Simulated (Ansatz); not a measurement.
A calculation with Ansatz (development build ahead of 0.2.0).

```yaml
crystal:
  periodic: [false, false, false]
  atoms:
    - { symbol: Si, position_ang: [0.02412, 0.04353, -0.78897] }
    - { symbol: F, position_ang: [-0.00159, 0.02539, 0.82722] }
basis:
  gaussian: { orbitals: def2-SVP }
total_charge: 1
magnetization:
  spin_polarized: true
hamiltonian:
  xc: hf
correlation:
  method: ccsd_t
  frozen_orbitals: { F: 1, Si: 5 }
scf:
  omitted_lower_state_checks: [stability, starts, atomic_configurations, cluster_reference, orbital_swaps, given_window_search, neighbouring_geometries, increment]
```

The input is written out in the form of the current development build from the run's settings.

Results

```json
{"Converged": "yes", "Reference energy": "-387.91815 hartree", "Correlation energy": "-0.26885 hartree", "Total energy": "-388.18700 hartree"}
```
